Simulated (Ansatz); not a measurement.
Results of PBE (Ansatz, a quantum-chemistry and plane-wave program, PAW) for bcc W.

Settings: plane-wave cutoff 520 eV, 28×28×28 k mesh, Fermi–Dirac smearing 0.088 eV (set by the program), no spin polarisation, scalar-relativistic PAW data made under PBE.

Computed at the level's own relaxed cell.

Estimate the polycrystal shear modulus (Hill average), Poisson ratio and Young modulus that the calculation returns.


- polycrystal shear modulus (Hill average) = 147 GPa
- Poisson ratio = 0.291
- Young modulus = 379 GPa

Note: shear constants of such metals converge slowly with the k mesh.

Elastic constants are with the ions relaxed.

Spin–orbit coupling is not included.

The computed numbers hold no vibrational or temperature effects.

The result took very roughly 5 core-minutes.
